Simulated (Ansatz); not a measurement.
Ruthenium, hcp: convergence with the k-point mesh

Computed with Ansatz, r²SCAN, scalar-relativistic PAW, on the relaxed cell (a = 2.706 Å, c = 4.258 Å (c/a = 1.574); spin not included). Errors count from a run at 500 eV on a Γ-centred 22×22×12 mesh with Fermi-Dirac smearing of 0.1 eV, extrapolated to zero width. Fixed here: cutoff 500 eV, Fermi-Dirac width 0.1 eV. The SCF starts from atomic densities corrected by a trained network.

```json
{"k-mesh": "2×2×1", "E(σ→0) error (meV/atom)": "262.7", "P (GPa)": "7.00", "SCF iterations": "8"}
{"k-mesh": "3×3×2", "E(σ→0) error (meV/atom)": "461.6", "P (GPa)": "9.14", "SCF iterations": "6"}
{"k-mesh": "5×5×3", "E(σ→0) error (meV/atom)": "-6.5", "P (GPa)": "-0.94", "SCF iterations": "6"}
{"k-mesh": "6×6×4", "E(σ→0) error (meV/atom)": "35.8", "P (GPa)": "0.95", "SCF iterations": "6"}
{"k-mesh": "8×8×5", "E(σ→0) error (meV/atom)": "-19.4", "P (GPa)": "-0.49", "SCF iterations": "6"}
{"k-mesh": "11×11×6", "E(σ→0) error (meV/atom)": "6.5", "P (GPa)": "0.09", "SCF iterations": "6"}
{"k-mesh": "14×14×8", "E(σ→0) error (meV/atom)": "3.0", "P (GPa)": "0.08", "SCF iterations": "6"}
{"k-mesh": "19×19×11", "E(σ→0) error (meV/atom)": "0.2", "P (GPa)": "-0.02", "SCF iterations": "6"}
```

Within 5 meV/atom of the last row: from 14×14×8 on.
